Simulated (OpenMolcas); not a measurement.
# BF (SMILES [B]F): r2SCAN/cc-pVTZ (RICD fitting, fitting threshold 0.0001)

Aim: the vertical singlet–triplet gap of BF at r2SCAN/cc-pVTZ (RICD fitting, fitting threshold 0.0001), from 2 runs. 

The calculation is run with OpenMolcas 26.06.

### 1 The molecule

BF: 2 atoms, total charge 0, spin state singlet. As SMILES, `[B]F`. Geometry: relaxed at PBE0-D4/def2-TZVP.

Bond lengths: B1–F2 1.263 Å.

### 2 A single-point energy at r2SCAN/cc-pVTZ (RICD fitting, fitting threshold 0.0001)

The input, job.inp:

```
>>> EXPORT MOLCAS_PRINT=2

&gateway
 baslib = $CurrDir
 coord
 2
 angstrom
 B        0.000000       0.000000      -0.009350
 F        0.000000       0.000000       1.253740
 basis = cc-pVTZ
 group = NoSym
 ricd
 cdthreshold = 0.0001

&seward

&scf
 ksdft = 2
 1.0 MGGA_X_R2SCAN
 1.0 MGGA_C_R2SCAN
 prorbitals = 1 1
```

The basis set cc-pVTZ is read from a file made from the Basis Set Exchange's data (not shown).

The run is started by

```
$ export MOLCAS_MEM=1860
$ pymolcas job.inp > job.log
```

Log:

```text
--- Start Module: gateway ---
[...]
--- Stop Module: gateway /rc=_RC_ALL_IS_WELL_ ---
--- Start Module: seward ---
[...]
      Basis functions           60
--- Stop Module: seward /rc=_RC_ALL_IS_WELL_ ---
--- Start Module: scf ---
[...]
       Convergence after  10 Iterations
[...]
::    Total KS-DFT energy                            -124.6465340633
[...]
      Total spin, S                                     0.0000000000
[...]
      Total electronic charge=   14.000000
      Total            charge=   -0.000000
[...]
      Dipole Moment (debye):
      Origin of the operator (angstrom)=    0.0000    0.0000    0.7903
                   X=  1.5057E-14               Y=  3.3602E-15               Z=  1.1196E+00           Total=  1.1196E+00
      Quadrupole Moment (debye*angstrom):
[...]
--- Stop Module: scf /rc=_RC_ALL_IS_WELL_ ---
[...]
```

Wall time 2.8 s (1 thread of Arm Neoverse V2, shared host); peak memory 0.093 GiB.

### 3 The triplet

The input, job.inp:

```
* BF Kohn-Sham DFT
&gateway
baslib=$CurrDir
coord
2
angstrom
B        0.000000       0.000000      -0.009350
F        0.000000       0.000000       1.253740
basis=cc-pVTZ
group=NoSym
ricd
cdthreshold=0.0001
&seward
&scf
uhf
spin=3
ksdft=2
1.0 MGGA_X_R2SCAN
1.0 MGGA_C_R2SCAN
prorbitals=1 1
```

The basis set cc-pVTZ is read from a file made from the Basis Set Exchange's data (not shown).

The run is started by

```
$ export MOLCAS_MEM=1860
$ pymolcas job.inp > job.log
```

Log:

```text
--- Start Module: gateway ---
[...]
--- Stop Module: gateway /rc=_RC_ALL_IS_WELL_ ---
--- Start Module: seward ---
[...]
      Basis functions           60
--- Stop Module: seward /rc=_RC_ALL_IS_WELL_ ---
--- Start Module: scf ---
[...]
       Convergence after  38 Iterations
[...]
::    Total KS-DFT energy                            -124.5322441943
[...]
      Total spin, S                                     1.0012560063
[...]
      Total electronic charge=   14.000000
      Total            charge=   -0.000000
[...]
      Dipole Moment (debye):
      Origin of the operator (angstrom)=    0.0000    0.0000    0.7903
                   X=  1.7840E-15               Y=  3.9209E-15               Z= -3.4704E-01           Total=  3.4704E-01
      Quadrupole Moment (debye*angstrom):
[...]
--- Stop Module: scf /rc=_RC_ALL_IS_WELL_ ---
[...]
```

It took 9.9 s on 1 thread of Arm Neoverse V2, shared host; peak memory 0.093 GiB.

### 4 Outcome

Level: r2SCAN/cc-pVTZ (RICD fitting, fitting threshold 0.0001).

```
                                        quantity          value
                           singlet: total energy  -124.64653 Eh
                          singlet: dipole moment         1.12 D
                            singlet: HOMO energy       -6.98 eV
                            singlet: LUMO energy       -1.73 eV
                          singlet: HOMO–LUMO gap        5.25 eV
                           triplet: total energy  -124.53224 Eh
                          triplet: dipole moment         0.35 D
     triplet: HOMO energy (highest over α and β)       -3.43 eV
                                   triplet: ⟨S²⟩          2.004
vertical energy of the triplet above the singlet       3.110 eV
```

This program's gradients are faulty for this kind of reference, so any forces in the log (triplet) can't be trusted; the energy can. At this shape the triplet lies 3.11 eV (72 kcal/mol) above the singlet.
